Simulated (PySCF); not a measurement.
## BH₂ at several levels of theory

All levels use the PBE0 minimum (doublet; B–H 1.191 Å (×2); H–B–H 129.4°), basis [B def2-TZVP, H def2-TZVP], no relativity, density fitting, no spin–orbit coupling, PySCF. For vertical energies the ionised species is a singlet (spins chosen at PBE0 and kept) and the electron-attached one a triplet. Atomisation goes to high-spin ground-configuration atoms, without zero-point energy. Open shells are unrestricted, also as the reference of the correlated levels. A dash marks a value that was not computed or is not defined at that level.

```xyz
3
charge 0 multiplicity 2, angstrom
B     0.0000    0.0000   -0.0787
H     1.0771    0.0000    0.4301
H    -1.0771    0.0000    0.4301
```

```csv
level,atomisation (kJ/mol),vertical IP (eV),vertical EA (eV),−ε(HOMO) (eV),dipole (D)
PBE0,720,9.21,0.18,6.16,0.50
CCSD(T),686,8.96,-0.01,–,–
HF,600,8.60,-0.56,9.46,0.46
PBE,718,9.22,0.25,4.92,0.51
r2SCAN,734,9.33,0.27,5.29,0.46
B3LYP,729,9.21,0.10,5.88,0.49
TPSSh,745,9.18,0.10,5.56,0.51
MP2,689,8.91,-0.06,–,–
CAM-B3LYP,730,9.21,0.07,7.49,0.50
M06-L,730,9.25,0.00,5.09,0.35
```

For BH₂ itself CCSD(T) correlates 5 electrons; T1 = 0.010, D1 = 0.024, (T) = -5 kJ/mol.

Task: Which levels differ least and most from CCSD(T) in the atomisation?

Result: Least: MP2 (+3 kJ/mol); most: HF (-86 kJ/mol). CCSD(T) atomisation energies in a triple-zeta basis lie tens of kJ/mol low, so this is no ranking by accuracy.

Without diffuse functions attachment energies tend to come out too low.
